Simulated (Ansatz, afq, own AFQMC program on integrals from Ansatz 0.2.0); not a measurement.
**H₂ + H, doublet in cc-pVTZ along one coordinate**

```yaml
atoms:
  - { symbol: H, position_ang: [0.0000, 0.0000, -0.8770] }
  - { symbol: H, position_ang: [0.0000, 0.0000, -0.1320] }
  - { symbol: H, position_ang: [0.0000, 0.0000, 1.0090] }
```

A hydrogen atom is moved from one rigid fragment to the other; the H1–H2 distance tells how far. The two fragments are held close together, so this isn't a minimum-energy path and the start is a compressed complex. Energies in kcal/mol count from this geometry (0.745 Å) at the same level; the start stands on UHF, each point on the determinant named.

Basis cc-pVTZ. Only valence electrons are correlated. AFQMC by an in-house program on the Cholesky factors that Ansatz 0.2.0 writes for its CCSD(T) run. ph-AFQMC/CISD is guided by a CISD state made of CCSD amplitudes; releasing the constraint for a short imaginary time cuts its bias at the price of noise, slowly where states lie close. Error bars are statistical, one sigma.

```json
{"r(H1–H2) / Å": "0.858", "det.": "UHF", "T1": "0.020", "weight": "0.97", "⟨S²⟩": "0.78", "CCSD": "0.3", "wB97M-V": "-0.3", "CCSD(T)": "0.3"}
{"r(H1–H2) / Å": "0.915", "det.": "UHF", "T1": "0.022", "weight": "0.97", "⟨S²⟩": "0.79", "CCSD": "0.8", "wB97M-V": "0.0", "CCSD(T)": "0.7"}
{"r(H1–H2) / Å": "0.971", "det.": "UHF", "T1": "0.022", "weight": "0.97", "⟨S²⟩": "0.79", "CCSD": "0.8", "wB97M-V": "0.0", "CCSD(T)": "0.7"}
{"r(H1–H2) / Å": "1.028", "det.": "UHF", "T1": "0.020", "weight": "0.97", "⟨S²⟩": "0.78", "CCSD": "0.3", "wB97M-V": "-0.3", "CCSD(T)": "0.3"}
{"r(H1–H2) / Å": "1.141", "det.": "UHF", "T1": "0.015", "weight": "0.98", "⟨S²⟩": "0.76", "CCSD": "0.0", "wB97M-V": "0.0", "CCSD(T)": "0.0"}
```

**Question.** Estimate the curve of full CI, counted from the same start.

**Answer.** 
```json
{"r(H1–H2) / Å": "0.858", "det.": "UHF", "T1": "0.020", "weight": "0.97", "⟨S²⟩": "0.78", "FCI": "0.2", "ph-AFQMC/CISD": "0.3 ± 0.01", "released AFQMC": "0.3 ± 0.01"}
{"r(H1–H2) / Å": "0.915", "det.": "UHF", "T1": "0.022", "weight": "0.97", "⟨S²⟩": "0.79", "FCI": "0.7", "ph-AFQMC/CISD": "0.7 ± 0.01", "released AFQMC": "0.7 ± 0.01"}
{"r(H1–H2) / Å": "0.971", "det.": "UHF", "T1": "0.022", "weight": "0.97", "⟨S²⟩": "0.79", "FCI": "0.7", "ph-AFQMC/CISD": "0.7 ± 0.01", "released AFQMC": "0.7 ± 0.01"}
{"r(H1–H2) / Å": "1.028", "det.": "UHF", "T1": "0.020", "weight": "0.97", "⟨S²⟩": "0.78", "FCI": "0.2", "ph-AFQMC/CISD": "0.3 ± 0.01", "released AFQMC": "0.3 ± 0.01"}
{"r(H1–H2) / Å": "1.141", "det.": "UHF", "T1": "0.015", "weight": "0.98", "⟨S²⟩": "0.76", "FCI": "0.0", "ph-AFQMC/CISD": "0.0 ± 0.01", "released AFQMC": "0.0 ± 0.01"}
```

Weight is that of the determinant in the CISD state; at the start T1 is 0.015 and the weight 0.98, and ⟨S²⟩ is 0.76. Largest departures from full CI: CCSD(T) 0.0 kcal/mol at 0.915 (on UHF), ph-AFQMC/CISD 0.0 kcal/mol at 0.858 (on UHF), released AFQMC 0.0 kcal/mol at 0.915 (on UHF), CCSD 0.1 kcal/mol at 0.915 (on UHF), wB97M-V -0.7 kcal/mol at 0.915. Functionals count only at points shown to share the start's state and spin.

A walk keeps the symmetry of its determinant, which the program's search chose and which needn't be the lowest solution, so a lower state of the same spin and another symmetry isn't excluded. Released energies are given only where the last usable release times agree within the noise; a slower fall can still hide under it.
